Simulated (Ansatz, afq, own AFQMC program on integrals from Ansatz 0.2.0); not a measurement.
CH₂N, doublet in def2-TZVP, levels against CCSDT(Q)

```yaml
atoms:
  - { symbol: C, position_ang: [-0.0029, -0.3826, 0.0273] }
  - { symbol: N, position_ang: [0.5911, 0.6685, -0.2175] }
  - { symbol: H, position_ang: [0.4381, -1.3967, -0.0278] }
  - { symbol: H, position_ang: [0.0740, 1.5502, -0.1311] }
```

Connectivity, by distances: CH–NH.

Basis def2-TZVP. Noble-gas cores (and the filled d shells of Ga–Kr and In–Xe) are frozen. AFQMC by an in-house program on the Cholesky factors that Ansatz 0.2.0 writes for its CCSD(T) run. ph-AFQMC/CISD is guided by a CISD state made of CCSD amplitudes; releasing the constraint for a short imaginary time cuts its bias at the price of noise, slowly where states lie close. Error bars are statistical, one sigma.

Determinant: UHF, the one that the program's search chose, which needn't be the lowest solution. The geometry is a PBE0/def2-SVP stationary point of this or a neighbouring charge and spin state.

No full CI on the walks' own integrals is used here; CCSDT(Q) serves as the reference and is uncertain by about the last step of the cluster series.

Cautions: unrestricted determinant slightly spin contaminated (⟨S²⟩ 0.83 against 0.75).

The T1 diagnostic is 0.0378 and the weight of the determinant in the CISD state is 0.858. The ⟨S²⟩ of the determinant is 0.828. The size of the correlated space is 11 electrons in 72 orbitals.

Reference: CCSDT(Q), correlation energy -10.027 eV. The released energy is read at 2.40 1/Eh (meV from the phaseless value at times in 1/Eh: -6 ± 6 at 0.24, -14 ± 3 at 0.51, -6 ± 4 at 0.99, -12 ± 6 at 1.62, -11 ± 9 at 2.40).

```json
{"level": "HF", "E − E(reference) (kJ/mol)": "967.5", "share of correlation (%)": "0.00"}
{"level": "MP2", "E − E(reference) (kJ/mol)": "104.8", "share of correlation (%)": "89.16"}
{"level": "CCSD", "E − E(reference) (kJ/mol)": "47.6", "share of correlation (%)": "95.08"}
{"level": "CCSD(T)", "E − E(reference) (kJ/mol)": "4.9", "share of correlation (%)": "99.49"}
{"level": "CCSDT", "E − E(reference) (kJ/mol)": "3.0", "share of correlation (%)": "99.69"}
{"level": "ph-AFQMC/CISD", "E − E(reference) (kJ/mol)": "1.3 ± 0.8", "share of correlation (%)": "99.87"}
{"level": "released AFQMC", "E − E(reference) (kJ/mol)": "0.2 ± 0.8", "share of correlation (%)": "99.98"}
```

Released energies are given only where the last usable release times agree within the noise; a slower fall can still hide under it.
